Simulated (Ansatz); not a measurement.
A made-up structure of CH6NSi (charge -1), singlet:

```tsv
atom	x (Å)	y (Å)	z (Å)
C1	-0.5857	0.7480	-0.6383
N2	-0.5359	0.4037	0.5772
Si3	0.4441	-0.6239	0.7188
H4	0.4050	1.2343	-1.1129
H5	-1.3080	1.4517	-0.5143
H6	-0.9341	-0.0846	-1.4312
H7	2.0054	-0.2893	0.3482
H8	0.2274	-2.0424	-0.0733
H9	0.2818	-0.7975	2.1257
```

It is relaxed with PBE-D4/def2-SVPD and then PBE0-D4/def2-TZVPD (Ansatz 0.2.0). Atoms count as bonded within 1.22 times the sum of their covalent radii (H–H: 0.88 Å). The end point is not checked to be a true minimum.

(1) Does its bonding change? (Judge from chemistry; the calculation decides.)

Results:

(1) Computed: Yes. Formed: none; broken: C1–Si3.

Where it ends: The first stage lowers the energy by 4.00 eV in 7 steps. It ends as CH₆NSi ([CH3][N][SiH3]), total charge -1:
C1  (-0.709, 0.914, -0.809)
N2  (-0.520, 0.407, 0.503)
Si3  (0.564, -0.780, 0.865)
H4  (0.191, 1.387, -1.271)
H5  (-1.483, 1.705, -0.832)
H6  (-1.048, 0.166, -1.565)
H7  (2.056, -0.532, 0.582)
H8  (0.409, -2.155, 0.191)
H9  (0.541, -1.112, 2.335)
(Å)

Labels in which every atom is bracketed show which atoms are joined, not bond orders.

For scale, one of the runs: PBE0-D4/def2-TZVPD relaxation, 171 basis functions, launched by `ansatz run in.yaml --threads 2 --pin off --events-out ev --progress --plain --max-ram 4352MiB`. Hardware: 2 CPU threads of an Arm Neoverse V1, shared host. Wall time about 23 s.
